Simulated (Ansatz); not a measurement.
CHClF (charge -1), singlet: a relaxation.

in.yaml

```yaml
crystal:
  periodic: [false, false, false]
  atoms:
    - {symbol: F, position_ang: [-1.155728, -0.188786, -0.532982]}
    - {symbol: C, position_ang: [-0.274432, 0.444743, 0.365351]}
    - {symbol: Cl, position_ang: [1.115805, -1.198579, 0.346057]}
    - {symbol: H, position_ang: [0.248251, 0.938933, -0.317363]}
basis:
  gaussian: {orbitals: def2-SVP}
total_charge: -1
hamiltonian: {xc: pbe, dispersion: d4}
relax: {f_tol: 0.002, max_steps: 5, max_displacement: 0.05}
```

Command:

```bash
ansatz run in.yaml --threads 2 --pin off --events-out ev --progress --plain --max-ram 3481MiB
```

What Ansatz 0.2.0 printed:

```
Functional definition: PBE
  name "PBE"
  cite "Perdew, Burke & Ernzerhof, Phys. Rev. Lett. 77, 3865 (1996) doi:10.1103/PhysRevLett.77.3865"
  parent pbe
  parameter kappa = 0.804
  parameter beta = 0.06672455060314922
  exchange = pbe_x(kappa = kappa, mu = beta*pi^2/3)
  correlation = pbe_c(beta = beta)
559 factors; their error is unknown
mean field evaluation 1: about -16270.4664 eV, gradient 4.8e1 eV
mean field evaluation 2: about -16262.6498 eV, gradient 8.2e1 eV
mean field evaluation 4: about -16274.6559 eV, gradient 4.7e0 eV
mean field evaluation 8: about -16274.6871 eV, gradient 1.0e-1 eV
mean field -16274.68712129 eV, -598.0837203284 hartree, gradient 2.8e-5 eV, S^2 0.000000; 0 other end points of the search recorded, 0 dependent functions left out
the calculation of the forces begins
reference -16274.68713901 eV, -598.0837209794 hartree; 17, 17 occupied and 34, 34 virtual orbitals, 559 factors
relax step   1: F+E_penalty+E_count = -16274.74854586 eV  Δ(F+E_penalty+E_count) = +0.000e0 eV  max|allowed force component| = 3.787e0 eV/Å  Δτ_max = 0.0000 Å  (24 SCF iters, accepted)
these checks for a lower state are left out or cut short: starts, cluster_reference, orbital_swaps, neighbouring_geometries, increment
559 factors; their error is unknown
mean field evaluation 16: about -16275.0589 eV, gradient 4.2e0 eV
mean field -16275.08642531 eV, -598.0983944802 hartree, gradient 2.7e-5 eV, S^2 0.000000; 0 other end points of the search recorded, 0 dependent functions left out
the calculation of the forces begins
reference -16275.08644353 eV, -598.0983951497 hartree; 17, 17 occupied and 34, 34 virtual orbitals, 559 factors
relax step   2: F+E_penalty+E_count = -16275.14786126 eV  Δ(F+E_penalty+E_count) = -3.993e-1 eV  max|allowed force component| = 1.557e0 eV/Å  Δτ_max = 0.0481 Å  (27 SCF iters, accepted)
these checks for a lower state are left out or cut short: starts, cluster_reference, orbital_swaps, neighbouring_geometries, increment
559 factors; their error is unknown
mean field -16275.20219846 eV, -598.1026490650 hartree, gradient 2.4e-5 eV, S^2 0.000000; 0 other end points of the search recorded, 0 dependent functions left out
the calculation of the forces begins
reference -16275.20221719 eV, -598.1026497534 hartree; 17, 17 occupied and 34, 34 virtual orbitals, 559 factors
relax step   3: F+E_penalty+E_count = -16275.26359762 eV  Δ(F+E_penalty+E_count) = -1.157e-1 eV  max|allowed force component| = 4.873e-1 eV/Å  Δτ_max = 0.0475 Å  (27 SCF iters, accepted)
these checks for a lower state are left out or cut short: starts, cluster_reference, orbital_swaps, neighbouring_geometries, increment
559 factors; their error is unknown
mean field evaluation 32: about -16275.2147 eV, gradient 1.1e-1 eV
mean field -16275.21474842 eV, -598.1031102678 hartree, gradient 1.5e-5 eV, S^2 0.000000; 0 other end points of the search recorded, 0 dependent functions left out
the calculation of the forces begins
reference -16275.21476733 eV, -598.1031109626 hartree; 17, 17 occupied and 34, 34 virtual orbitals, 559 factors
relax step   4: F+E_penalty+E_count = -16275.27627062 eV  Δ(F+E_penalty+E_count) = -1.267e-2 eV  max|allowed force component| = 9.719e-2 eV/Å  Δτ_max = 0.0332 Å  (27 SCF iters, accepted)
these checks for a lower state are left out or cut short: starts, cluster_reference, orbital_swaps, neighbouring_geometries, increment
559 factors; their error is unknown
mean field -16275.21575830 eV, -598.1031473801 hartree, gradient 1.6e-5 eV, S^2 0.000000; 0 other end points of the search recorded, 0 dependent functions left out
the calculation of the forces begins
reference -16275.21577729 eV, -598.1031480780 hartree; 17, 17 occupied and 34, 34 virtual orbitals, 559 factors
relax step   5: F+E_penalty+E_count = -16275.27724800 eV  Δ(F+E_penalty+E_count) = -9.774e-4 eV  max|allowed force component| = 3.859e-2 eV/Å  Δτ_max = 0.0153 Å  (28 SCF iters, accepted)
Error: geometry relaxation did not converge after 5 steps: max|allowed force component| = 3.86e-2 eV/Å (threshold 2.0e-3). Raise `relax.max_steps` over both its present limit and 5, loosen `relax.f_tol`, or start from a geometry closer to equilibrium. Where this run's directory can be resumed (`checkpoint.write`), a resume goes on for up to `relax.max_steps` more
```

The lines “mean field evaluation” count trial sets of orbitals through the whole run, from several starts and some on an approximate energy, so they need not fall steadily or lie above the final value.

Hardware: 2 CPU threads of an Arm Neoverse V1, shared host. Wall time about 2.6 s.


The run did not converge within its limit.